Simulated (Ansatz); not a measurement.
Steps of a relaxation of AlH$_{4}$PSi (`[AlH]1[SiH2][PH]1`) with RKS PBE-D4/def2-SVP.

```sh
$ ansatz run in.yaml --threads 2 --pin off --events-out ev --progress --plain --max-ram 4352MiB
```

```yaml
crystal:
  periodic: [false, false, false]
  atoms:
    - {symbol: Al, position_ang: [-1.165200, -0.599900, -0.521400]}
    - {symbol: Si, position_ang: [0.357100, 0.898200, 0.464000]}
    - {symbol: P, position_ang: [0.608900, -1.245300, 0.738000]}
    - {symbol: H, position_ang: [-2.404100, -0.839800, -1.466500]}
    - {symbol: H, position_ang: [1.331300, 1.510900, -0.471300]}
    - {symbol: H, position_ang: [-0.153600, 1.628900, 1.642900]}
    - {symbol: H, position_ang: [1.486900, -1.420900, -0.431400]}
basis:
  gaussian: {orbitals: def2-SVP}
hamiltonian: {xc: pbe, dispersion: d4}
relax: {f_tol: 0.03, max_steps: 200}
```

Positions (Å) and forces (eV/Å) along the path, 9 of 9 steps:

```xyz
7
step=1 energy=-23807.5221 eV
Al   -1.165   -0.600   -0.521   -0.446    0.647   -0.512
Si    0.357    0.898    0.464   -0.904    1.473   -0.840
P     0.609   -1.245    0.738    1.185   -2.519    0.466
H    -2.404   -0.840   -1.466   -0.122   -0.341   -0.068
H     1.331    1.511   -0.471    0.313    0.420    0.080
H    -0.154    1.629    1.643    0.327    0.306    0.453
H     1.487   -1.421   -0.431   -0.353    0.014    0.423
7
step=2 energy=-23807.8989 eV
Al   -1.193   -0.563   -0.593   -0.262    0.074   -0.170
Si    0.291    0.954    0.410   -0.173    0.805    0.044
P     0.575   -1.296    0.739    0.299   -0.695    0.104
H    -2.427   -1.001   -1.510    0.092   -0.069    0.045
H     1.359    1.648   -0.394    0.043    0.006    0.080
H     0.020    1.675    1.718    0.106   -0.113   -0.177
H     1.436   -1.485   -0.415   -0.105   -0.008    0.073
7
step=3 energy=-23807.9333 eV
Al   -1.210   -0.542   -0.598   -0.024   -0.108   -0.019
Si    0.270    0.999    0.396    0.130    0.211    0.010
P     0.568   -1.307    0.732   -0.016   -0.106    0.056
H    -2.408   -1.072   -1.511    0.039    0.038    0.013
H     1.395    1.678   -0.346   -0.057   -0.014    0.006
H     0.053    1.686    1.721   -0.026   -0.048   -0.037
H     1.393   -1.510   -0.440   -0.046    0.027   -0.029
7
step=4 energy=-23807.9396 eV
Al   -1.197   -0.553   -0.590    0.019   -0.011    0.032
Si    0.283    1.006    0.394    0.005   -0.004   -0.044
P     0.569   -1.318    0.752    0.023    0.033    0.038
H    -2.386   -1.074   -1.514    0.007    0.014   -0.009
H     1.397    1.695   -0.352    0.001   -0.024    0.026
H     0.049    1.678    1.719   -0.028    0.000    0.004
H     1.346   -1.501   -0.456   -0.027   -0.008   -0.049
7
step=5 energy=-23807.9446 eV
Al   -1.168   -0.566   -0.569    0.012    0.059    0.106
Si    0.299    1.021    0.397   -0.041   -0.168   -0.166
P     0.596   -1.312    0.779    0.044    0.050   -0.061
H    -2.338   -1.089   -1.513   -0.002   -0.011   -0.030
H     1.415    1.713   -0.337    0.045    0.016    0.042
H     0.020    1.687    1.714   -0.005   -0.016    0.030
H     1.237   -1.522   -0.516   -0.054    0.069    0.078
7
step=6 energy=-23807.9483 eV
Al   -1.161   -0.584   -0.538    0.081    0.054    0.040
Si    0.315    1.021    0.377   -0.064   -0.196   -0.004
P     0.609   -1.312    0.814    0.125    0.144   -0.376
H    -2.299   -1.118   -1.516   -0.008   -0.015    0.006
H     1.463    1.709   -0.312    0.029   -0.001    0.038
H     0.002    1.674    1.694   -0.012    0.026   -0.002
H     1.132   -1.458   -0.565   -0.151   -0.012    0.298
7
step=7 energy=-23807.9553 eV
Al   -1.152   -0.582   -0.539    0.021    0.037    0.041
Si    0.318    1.020    0.378   -0.007   -0.090   -0.044
P     0.623   -1.300    0.808    0.028    0.059   -0.136
H    -2.290   -1.128   -1.512    0.007   -0.012    0.004
H     1.471    1.714   -0.298    0.014    0.009    0.027
H    -0.005    1.679    1.691   -0.012   -0.011   -0.001
H     1.097   -1.470   -0.574   -0.051    0.008    0.109
7
step=8 energy=-23807.9576 eV
Al   -1.145   -0.580   -0.530    0.020    0.028    0.010
Si    0.333    1.018    0.371   -0.017   -0.086   -0.059
P     0.637   -1.297    0.808   -0.008    0.064   -0.049
H    -2.279   -1.138   -1.501    0.006   -0.014    0.007
H     1.491    1.730   -0.276    0.019    0.008    0.004
H    -0.027    1.673    1.673   -0.003   -0.003    0.047
H     1.052   -1.476   -0.589   -0.017    0.003    0.039
7
step=9 energy=-23807.9589 eV
Al   -1.143   -0.572   -0.531   -0.001   -0.005    0.001
Si    0.339    1.022    0.361    0.012   -0.013   -0.011
P     0.640   -1.281    0.808   -0.019    0.009    0.015
H    -2.269   -1.155   -1.496    0.006    0.000    0.003
H     1.505    1.741   -0.264   -0.001    0.009   -0.002
H    -0.030    1.657    1.672   -0.004    0.008    0.016
H     1.020   -1.480   -0.594    0.006   -0.008   -0.022
```

Hardware: 2 threads of an INTEL XEON PLATINUM 8581C on a shared host. Wall time 6.5 s, peak host memory 0.16 GiB.
